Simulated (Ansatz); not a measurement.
# doublet BH2Cl+: levels of theory compared

Wanted: a comparison of 6 runs (UPBE0/STO-3G, USVWN5/STO-3G, UMP2/STO-3G, UCCSDT/STO-3G, UCCSDTQ/STO-3G, UCCSD/STO-3G) of doublet BH2Cl+. 

The results are computed with Ansatz 0.2.0.

56 further runs of the same task are left out: 2 that didn't finish, 54 set aside as unsound or not needed.

### 1 The system as given

BH2Cl+: 4 atoms, total charge +1, spin state doublet. As SMILES of the parent species, `BCl`. The shape is that of a PBE0-D4/def2-TZVP optimisation. That shape belongs to the parent species and isn't relaxed for this state.

Bond lengths: B1–Cl2 1.733 Å, B1–H3 1.190 Å, B1–H4 1.190 Å. Angles: Cl2–B1–H3 118.1°, Cl2–B1–H4 118.1°, H3–B1–H4 123.7°.

### 2 The energy at UPBE0/STO-3G (run 1)

The input, in.yaml:

```yaml
crystal:
  periodic: [false, false, false]
  atoms:
    - {symbol: B, position_ang: [-0.116700, 0.021700, -0.075300]}
    - {symbol: Cl, position_ang: [1.365000, -0.395300, 0.721200]}
    - {symbol: H, position_ang: [-1.106200, -0.559500, 0.240400]}
    - {symbol: H, position_ang: [-0.086600, 0.872800, -0.906600]}
basis:
  gaussian:
    orbitals: STO-3G
total_charge: 1
magnetization:
  spin_polarized: true
  initial_magnetization: 1
hamiltonian:
  xc: {name: PBE0}
accuracy: high
```

Run with:

```bash
ansatz run in.yaml --threads 1 --pin off --max-ram 2610MiB --events-out events.jsonl --progress --plain --runs-dir runs
```

Output:

```text
Warning: RAYON_NUM_THREADS=1 ignored (pool sized by the plan → 1); use --threads N
Functional definition: PBE0
  name "PBE0"
  parameter a = 0.25
  parameter kappa = 0.804
  parameter beta = 0.06672455060314922
  exchange = (1 - a)*pbe_x(kappa = kappa, mu = beta*pi^2/3) + a*exact_x
  correlation = pbe_c(beta = beta)
261 factors; integrals over basis functions are off by at most 1.2e-8 eV
mean field evaluation 1: about -13068.8066 eV, gradient 1.5e1 eV
mean field evaluation 2: about -13060.9128 eV, gradient 3.8e1 eV
mean field evaluation 4: about -13071.5345 eV, gradient 1.1e0 eV
mean field evaluation 8: about -13071.5203 eV, gradient 4.0e-2 eV
mean field evaluation 16: about -13071.5203 eV, gradient 1.8e-7 eV
mean field -13071.52028014 eV, -480.3695101005 hartree, gradient 9.0e-8 eV, S^2 0.751969; 2 other end points of the search recorded, 0 dependent functions left out
reference -13071.52028137 eV, -480.3695101456 hartree; 12, 11 occupied and 4, 5 virtual orbitals, 261 factors
Total energy: -13071.52028137 eV, -480.3695101456 hartree
```

Wall time 1.2 s (1 thread of Arm Neoverse V1, shared host); peak memory 0.11 GiB.

### 3 The energy at USVWN5/STO-3G (run 2)

The input, input.yaml:

```yaml
crystal:
  periodic: [false, false, false]
  atoms:
    - {symbol: B, position_ang: [-0.116700, 0.021700, -0.075300]}
    - {symbol: Cl, position_ang: [1.365000, -0.395300, 0.721200]}
    - {symbol: H, position_ang: [-1.106200, -0.559500, 0.240400]}
    - {symbol: H, position_ang: [-0.086600, 0.872800, -0.906600]}
basis:
  gaussian:
    orbitals: STO-3G
total_charge: 1
magnetization:
  spin_polarized: true
  initial_magnetization: 1
hamiltonian:
  xc: {name: SVWN5}
accuracy: high
```

Run with:

```bash
ansatz run input.yaml --threads 1 --pin off --max-ram 2610MiB --events-out events.jsonl --progress --plain --runs-dir runs
```

Output:

```text
Warning: RAYON_NUM_THREADS=1 ignored (pool sized by the plan → 1); use --threads N
Functional definition: SVWN5
  name "SVWN5"
  exchange = slater_x
  correlation = vwn5_c
261 factors; integrals over basis functions are off by at most 1.2e-8 eV
mean field evaluation 1: about -13024.4273 eV, gradient 1.4e1 eV
mean field evaluation 2: about -13004.2240 eV, gradient 5.5e1 eV
mean field evaluation 4: about -13026.4830 eV, gradient 1.1e0 eV
mean field evaluation 8: about -13026.4504 eV, gradient 5.1e-2 eV
mean field evaluation 16: about -13026.4504 eV, gradient 1.6e-7 eV
mean field -13026.45042366 eV, -478.7132234243 hartree, gradient 7.0e-9 eV, S^2 0.750630; 0 other end points of the search recorded, 0 dependent functions left out
reference -13026.45042524 eV, -478.7132234823 hartree; 12, 11 occupied and 4, 5 virtual orbitals, 261 factors
Total energy: -13026.45042524 eV, -478.7132234823 hartree
```

Wall time 0.7 s (1 thread of Arm Neoverse V1, shared host); peak memory 0.097 GiB.

Runs 3 to 5 aren't shown in full; the table further down has their settings and results.

### 4 The energy at UCCSD/STO-3G (run 6)

The input, run.yaml:

```yaml
crystal:
  periodic: [false, false, false]
  atoms:
    - {symbol: B, position_ang: [-0.116700, 0.021700, -0.075300]}
    - {symbol: Cl, position_ang: [1.365000, -0.395300, 0.721200]}
    - {symbol: H, position_ang: [-1.106200, -0.559500, 0.240400]}
    - {symbol: H, position_ang: [-0.086600, 0.872800, -0.906600]}
basis:
  gaussian: {orbitals: STO-3G}
total_charge: 1
magnetization: {spin_polarized: true, initial_magnetization: 1}
correlation: {method: ccsd, frozen_orbitals: {B: 1, Cl: 5, H: 0}}
accuracy: high
scf: {omitted_lower_state_checks: [cluster_reference, increment]}
```

Run with:

```bash
ansatz run run.yaml --threads 1 --pin off --max-ram 2610MiB --events-out events.jsonl --progress --plain --runs-dir runs
```

Output:

```text
Warning: RAYON_NUM_THREADS=1 ignored (pool sized by the plan → 1); use --threads N
[... 13 lines left out ...]
6 core orbitals not correlated: weight in the atoms' cores, before any rotation towards them, 1.000 or more for the frozen orbitals, at most 0.000 for the correlated occupied ones
[... 25 lines left out ...]
Total energy: -13056.59310340 eV, -479.8209464735 hartree
Checks for a lower state left out: cluster_reference, increment
```

Wall time 0.22 s (1 thread of Arm Neoverse V1, shared host).

### 5 Overview of the runs

| run | level | frozen core orbitals | energy (Eh) | ⟨S²⟩ | wall time |
| --- | --- | --- | --- | --- | --- |
| 1 | UPBE0/STO-3G | – | -480.369510 | 0.752 | 1.2 s |
| 2 | USVWN5/STO-3G | – | -478.713223 | 0.751 | 0.7 s |
| 3 | UMP2/STO-3G | 6 | -479.800886 | 0.754 | 0.14 s |
| 4 | UCCSDT/STO-3G | 6 | -479.822827 | 0.754 | 0.5 s |
| 5 | UCCSDTQ/STO-3G | 6 | -479.822811 | 0.754 | 16 s |
| 6 | UCCSD/STO-3G | 6 | -479.820946 | 0.754 | 0.22 s |

### 6 Summary of results

| quantity | value |
| --- | --- |
| run 6: total energy | -479.82095 Eh |
| run 6: correlation energy (6 core orbitals frozen) | -61.7 mEh |
| run 6: ⟨S²⟩ of the reference determinant | 0.754 |
| run 6: T1 diagnostic | 0.032 |

What this shows: Totals of different functionals can't be ranked against each other. In runs 1, 2, 3, 4, 5, 6 the basis is minimal, so the values are rough. All runs together took 19 s, the longest 16 s.
